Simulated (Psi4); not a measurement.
**Predicting a hybrid from its neighbours: C2HClF2**

C2HClF2: 6 atoms, total charge 0, spin state singlet. As SMILES, `FC(F)=CCl`. The shape is that of a PBE0-D4/def2-TZVP optimisation.

The dipole moment y, in D, basis 6-31G(d); a is the functional's share of exact exchange. Programs: Psi4 1.11.

```
functional  program     a  y (D)
      BLYP     Psi4     0   0.99
       PBE     Psi4     0   1.00
     TPSSh     Psi4   0.1   1.04
     B3LYP     Psi4   0.2      ?
      PBE0     Psi4  0.25   1.05
     BHLYP     Psi4   0.5   1.09
```

Question: Fit y = c + s·a to the known rows and predict B3LYP.

Answer: 
1. Means of the 5 rows: a = 0.1700, y = 1.034.
2. Σ(Δa)² = 0.178, Σ(Δa·Δy) = 0.0326, so the slope is 0.0326/0.178 = 0.18315.
3. Intercept: 1.034 − (0.18315) × 0.1700 = 1.003. The largest residual of the fit is 0.019.
4. B3LYP: 1.003 + (0.18315) × 0.2 = 1.04 D.

The run gave 1.03 D, so the prediction is off by +0.01 D, within the largest residual. More exact exchange makes the molecule more polar here.
